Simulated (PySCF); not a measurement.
## Assignment exercise: C3H7NO

Molfile (atoms numbered from 1):
```
C3H7NO
     RDKit          3D

 12 11  0  0  0  0  0  0  0  0999 V2000
    2.2692   -0.1377   -0.0116 C   0  0  0  0  0  0  0  0  0  0  0  0
    0.8458   -0.0566   -0.1585 N   0  0  0  0  0  0  0  0  0  0  0  0
    0.0905   -0.9057    0.3930 C   0  0  0  0  0  0  0  0  0  0  0  0
   -1.3900   -0.7697    0.2049 C   0  0  0  0  0  0  0  0  0  0  0  0
   -1.7054    0.3240   -0.5782 O   0  0  0  0  0  0  0  0  0  0  0  0
    2.6062   -0.9867    0.6142 H   0  0  0  0  0  0  0  0  0  0  0  0
    2.6481    0.7979    0.4302 H   0  0  0  0  0  0  0  0  0  0  0  0
    2.7383   -0.2242   -1.0049 H   0  0  0  0  0  0  0  0  0  0  0  0
    0.4681   -1.7467    1.0087 H   0  0  0  0  0  0  0  0  0  0  0  0
   -1.8582   -0.7077    1.2108 H   0  0  0  0  0  0  0  0  0  0  0  0
   -1.7662   -1.7185   -0.2352 H   0  0  0  0  0  0  0  0  0  0  0  0
   -0.8396    0.7125   -0.8038 H   0  0  0  0  0  0  0  0  0  0  0  0
  1  2  1  0
  2  3  2  0
  3  4  1  0
  4  5  1  0
  1  6  1  0
  1  7  1  0
  1  8  1  0
  3  9  1  0
  4 10  1  0
  4 11  1  0
  5 12  1  0
M  END
```

Theory: GIAO PBE/pcSseg-2 shieldings, couplings computed with B3LYP/pcJ-1 (spin–dipole term only in couplings to heteroatoms), coordinates at the PBE0-D3(BJ)/def2-SVP level, in PySCF (one computed conformer, rapidly exchanging positions averaged, non-relativistic Hamiltonian, in vacuum).

Scale: 13C (σ = 179.39 ppm) and 1H (σ = 31.18 ppm) vs TMS (reference shieldings calculated alike).

Problem. Assign these signals to the numbered atoms. 13C{1H} NMR (computed): δ 175.3, 72.4, 50.5.

Solution. 
175.3 → C3, C=N carbon
72.4 → C4, sp3 CH2 bonded to O: deshielded by the electronegative neighbour
50.5 → C1, methyl carbon bonded to N: the inductive effect lowers its shielding

Problem. Assign these signals to the numbered atoms. 1H NMR (600 MHz, computed): δ 8.20 (sext, J = 1.9 Hz, 1H), 4.50 (qd, J = 3.4, 1.5 Hz, 2H), 4.22 (br s, 1H), 3.56 (td, J = 3.4, 2.1 Hz, 3H).

Solution. 
8.20 → H9, hydrogen on a C=N carbon
4.50 → H10/H11, hydrogen on an sp3 CH2 bonded to O: its carbon carries O, which withdraws density
4.22 → H12, hydrogen on an alcohol oxygen: exchangeable, gas-phase position
3.56 → H6/H7/H8, hydrogen on a methyl carbon bonded to N: its carbon carries N, which withdraws density

OH and NH positions are those of a molecule without intermolecular hydrogen bonds; in solution they move with solvent, concentration and temperature, and exchange usually removes their couplings. Multiplet labels drop couplings under 1 Hz and merge nearly equal ones. Unscaled 3J(H,H) at this level run about 10 % above measured values. Shifts are as computed, not scaled to solution data. Of 1211 compounds with measured shifts, 218 miss one by over three times the rms of a fit or turn the order of signals round; such compounds aren't used in these exercises. Couplings across =CH–CH2 type bonds come from one rotamer and its mirror image, and can be 1–2 Hz further off. Couplings to exchangeable protons are dropped.
